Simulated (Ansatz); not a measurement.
Worked example: the enthalpy of C3H5Cl + C3H8 → C3H6 + C3H7Cl

Species: C3H5Cl (2-chloropropene) `C=C(C)Cl`, singlet; C3H8 (propane) `CCC`, singlet; C3H6 (propene) `C=CC`, singlet; C3H7Cl (2-chloropropane) `CC(C)Cl`, singlet. The partners trade Cl for H; both sit on C, so the bond types are kept.

Shapes, held fixed at every level: PBE0-D4/def2-TZVP. Programs: Ansatz 0.2.0. The zero-point and thermal terms to 298 K, harmonic and unscaled (PBE0-D4/def2-TZVP), stand in the table.

At B2PLYP/def2-TZVPP; 1 Eh = 2625.50 kJ/mol:

| species | energy (Eh) | H(298 K) − E (kJ/mol) | tabulated ΔfH (kJ/mol) |
| --- | --- | --- | --- |
| C3H5Cl | -577.326157 | 201.4 | -21.0 |
| C3H8 | -119.062269 | 285.9 | -104.4 |
| C3H6 | -117.834865 | 222.5 | +20.4 |
| C3H7Cl | -578.553677 | 265.0 | -144.9 |

Task: Work out the reaction enthalpy at 298 K from the calculation and from the table of heats.

Result: 
1. Electronic: (-117.834865) + (-578.553677) − [(-577.326157) + (-119.062269)] = -0.000116 Eh = -0.3 kJ/mol.
2. Zero-point and thermal: (222.5) + (265.0) − [(201.4) + (285.9)] = +0.2 kJ/mol.
3. Computed ΔH = -0.1 kJ/mol.
4. From the heats of formation (Active Thermochemical Tables, CRC Handbook of Chemistry and Physics): (20.4) + (-144.9) − [(-21.0) + (-104.4)] = +0.9 kJ/mol.
5. Computed less tabulated: -1.0 kJ/mol. Tabulated heats carry uncertainties of their own.
